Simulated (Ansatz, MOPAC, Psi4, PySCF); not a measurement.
Molecule: dimethylacetylene, C₄H₆, charge 0, multiplicity 1. SMILES: CC#CC
Geometry: optimised at B3LYP-D3(BJ)/def2-TZVP (Ansatz, an electronic-structure program).

Property: vertical ionisation energy to the doublet, in eV. Conventions: dispersion terms only where a functional's name holds one; spin-orbit terms left out; non-relativistic; 6-311+G** with 5d; PM7 with its own dispersion and hydrogen-bond terms; UHF or UKS for open shells; 6-31G* and kin with 6d, 5d where marked; each state is the SCF solution reached for its charge and spin. Ab initio and DFT rows: single points at B3LYP-D3(BJ) geometries (Ansatz). Semi-empirical rows: differences of heats of formation at the shared geometry for vertical values.

```json
[
 {"level": "AM1", "program": "MOPAC", "vertical ionisation energy to the doublet (eV)": "9.93"},
 {"level": "PM6", "program": "MOPAC", "vertical ionisation energy to the doublet (eV)": "9.78"},
 {"level": "PM7", "program": "MOPAC", "vertical ionisation energy to the doublet (eV)": "9.89"},
 {"level": "MNDO", "program": "MOPAC", "vertical ionisation energy to the doublet (eV)": "10.13"},
 {"level": "HF/6-31G*", "program": "Ansatz", "vertical ionisation energy to the doublet (eV)": "8.28"},
 {"level": "HF/6-311+G**", "program": "Ansatz", "vertical ionisation energy to the doublet (eV)": "8.38"},
 {"level": "PBE/6-31G*", "program": "Ansatz", "vertical ionisation energy to the doublet (eV)": "9.16"},
 {"level": "PBE/6-311+G**", "program": "Ansatz", "vertical ionisation energy to the doublet (eV)": "9.37"},
 {"level": "B3LYP/STO-3G", "program": "Ansatz", "vertical ionisation energy to the doublet (eV)": "8.51"},
 {"level": "B3LYP/3-21G", "program": "Ansatz", "vertical ionisation energy to the doublet (eV)": "9.51"},
 {"level": "B3LYP/6-311+G**", "program": "Ansatz", "vertical ionisation energy to the doublet (eV)": "9.49"},
 {"level": "M06-2X/6-31G* (5d)", "program": "PySCF", "vertical ionisation energy to the doublet (eV)": "9.53"},
 {"level": "wB97X-D/6-31G*", "program": "Psi4", "vertical ionisation energy to the doublet (eV)": "9.35"},
 {"level": "PBE/def2-TZVPD", "program": "Ansatz", "vertical ionisation energy to the doublet (eV)": "9.34"},
 {"level": "PBE0/def2-TZVPD", "program": "Ansatz", "vertical ionisation energy to the doublet (eV)": "9.42"},
 {"level": "wB97X-V/def2-TZVPD", "program": "Ansatz", "vertical ionisation energy to the doublet (eV)": "9.51"}
]
```

No value to compare with is used here. The 13 habitual levels span 8.28 (HF/6-31G*) to 10.13 eV (MNDO); PBE/def2-TZVPD gives 9.34.

The levels are drawn from those run, B3LYP/6-31G* more often than the rest, none by its result; runs whose electronic state is in doubt are left out.
